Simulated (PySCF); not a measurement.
An unknown gives this computed stick spectrum. Theory: TDDFT CAM-B3LYP/aug-cc-pVTZ, vertical, gas phase, core orbitals frozen in the response (PySCF 2.14.0, density-fitted response routines). Geometries: PBE0-D3(BJ)/def2-TZVP, one conformer each.

```
state  λ (nm)       f
   S1   466.4  0.0000
   S2   252.1  0.0000
   S3   238.2   0.024
   S4   230.5  0.0000
   S5   223.0  0.0041
   S6   207.4   0.046
   S7   205.6  0.0000
   S8   197.5  0.0000
   S9   190.0  0.0000
  S10   186.8  0.0009
```

Triplets computed (Tamm–Dancoff): 1.22, 4.46, 4.90, 4.99 eV.

Task: Which candidate is it? All have the formula C4H4.
A. methylenecyclopropene (`C1(=C)C=C1`)
B. 1-buten-3-yne (`C(#C)C=C`)
C. cyclobutadiene (`C1=CC=C1`)

Result: C. Its S1, at 2.66 eV, is the lowest among the candidates; the nearest of the others has S1 at 4.46 eV. S1 is HOMO→LUMO (99%). Löwdin shares by element: HOMO carbon 88%; LUMO carbon 84% (atoms not listed hold the other 16%). At the same level the other candidates give, for their lowest levels:
- `C#CC=C`: 227 nm (f 0.000); 220 nm (f 0.261); 205 nm (f 0.002); 189 nm (f 0.001); 178 nm (f 0.039); T1 3.49 eV; HOMO -8.47, LUMO 0.00 eV
- `C=C1C=C1`: 278 nm (f 0.014); 235 nm (f 0.007); 215 nm (f 0.029); 215 nm (f 0.000); 207 nm (f 0.212); T1 3.43 eV; HOMO -7.29, LUMO 0.29 eV
